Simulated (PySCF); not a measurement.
First SCF of a structure search on singlet SO₂(OH)₂, at a hand-made PBE0 minimum (heavy-atom frame) geometry. PySCF input:

```python
from pyscf import gto, scf, dft
mol = gto.M(atom='''
S     -0.000000    -0.000000     0.141072
O      1.265835     0.136554     0.807519
O     -1.265835    -0.136554     0.807519
O     -0.174007     1.232102    -0.877122
O      0.174007    -1.232102    -0.877122
H      0.709068     1.540911    -1.134510
H     -0.709068    -1.540911    -1.134510''',
    basis={'S': 'def2-SVP', 'O': 'def2-SVP', 'H': 'def2-SVP'},
    charge=0, spin=0)
mf = dft.RKS(mol, xc='PBE0')
mf.grids.atom_grid = (50, 194)
aux = {'S': 'def2-universal-JKFIT', 'O': 'def2-universal-JKFIT', 'H': 'def2-universal-JKFIT'}
mf = mf.density_fit(auxbasis=aux)
mf.conv_tol = 1e-08
mf.diis_space = 10
mf.max_cycle = 60
mf.init_guess = 'minao'
mf.verbose = 4
mf.kernel()
```

Excerpt of the output (cycles and frontier levels):

```
init E= -700.724011939588
  HOMO = -0.415588466619741  LUMO = -0.0206772206882562  gap/eV = 10.74608
cycle= 1 E= -699.102238485343  delta_E= 1.62  |g|= 1.28  |ddm|= 3.23
  HOMO = -0.240425865355982  LUMO = 0.0114461213428698  gap/eV = 6.85379
cycle= 2 E= -698.615846623945  delta_E= 0.486  |g|= 2.08  |ddm|= 2.69
  HOMO = -0.335992670139112  LUMO = 0.0294348807644509  gap/eV = 9.94379
cycle= 3 E= -699.397214108203  delta_E= -0.781  |g|= 0.257  |ddm|= 1.81
  HOMO = -0.342279424004538  LUMO = 0.0189678264056239  gap/eV = 9.83004
cycle= 4 E= -699.408478693556  delta_E= -0.0113  |g|= 0.0832  |ddm|= 0.251
  HOMO = -0.349643952605585  LUMO = 0.0211804526075752  gap/eV = 10.09065
cycle= 5 E= -699.409713130109  delta_E= -0.00123  |g|= 0.0155  |ddm|= 0.0665
  HOMO = -0.346686043355461  LUMO = 0.0221769273123016  gap/eV = 10.03727
cycle= 6 E= -699.409764713362  delta_E= -5.16e-05  |g|= 0.00181  |ddm|= 0.0164
  HOMO = -0.346966310260741  LUMO = 0.0220810652302599  gap/eV = 10.04229
cycle= 7 E= -699.409765290505  delta_E= -5.77e-07  |g|= 0.000152  |ddm|= 0.00138
  HOMO = -0.346968013736813  LUMO = 0.0221073240109866  gap/eV = 10.04305
cycle= 8 E= -699.409765295815  delta_E= -5.31e-09  |g|= 3.96e-05  |ddm|= 0.000204
  HOMO = -0.346968063789757  LUMO = 0.0220992731566887  gap/eV = 10.04283
Extra cycle  E= -699.409765295525  delta_E= 2.9e-10  |g|= 5.74e-05  |ddm|= 8.32e-05
converged SCF energy = -699.409765295525
```

No lower solution of this spin was found by a stability analysis within the restricted form, which does not test spin polarisation.

The search for the lowest solution, with the stability check, took 6 s on 2 threads of a shared Arm Neoverse N1 host, with 84 basis functions; the process peaked at 0.39 GiB.
